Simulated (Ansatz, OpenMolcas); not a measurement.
## How basis sets differ on SiH (SMILES [SiH])

SiH has 2 atoms, charge 0, and is taken as a doublet. SMILES: `[SiH]`. The coordinates come from a GFN2-xTB relaxation.

| atom | x (Å) | y (Å) | z (Å) |
| --- | --- | --- | --- |
| Si | 0.0000 | 0.0000 | 0.0000 |
| H | 0.0000 | 0.0000 | 1.5166 |

Quantity: the energy change with the Si1–H2 bond stretched from 1.517 to 3.791 Å, in eV. The values are calculated.

```tsv
level	kind	program	value (eV)	CPU time (all runs)
FCI/3-21G	exact in the basis	Ansatz	2.35	1.1 s
FCI/cc-pVDZ	exact in the basis	OpenMolcas	2.84	11 s
FCI/6-311G	exact in the basis	OpenMolcas	2.33	11 s
FCI/6-311G**	exact in the basis	Ansatz	2.93	7.5 s
```

The first shape isn't each level's own minimum. The values span 2.33 to 2.93 eV. High-level rows in very small sets aren't better than simpler rows in larger ones. CPU times are rough (shared hosts, several kinds of processor): they show what a rung costs within a factor of a few.
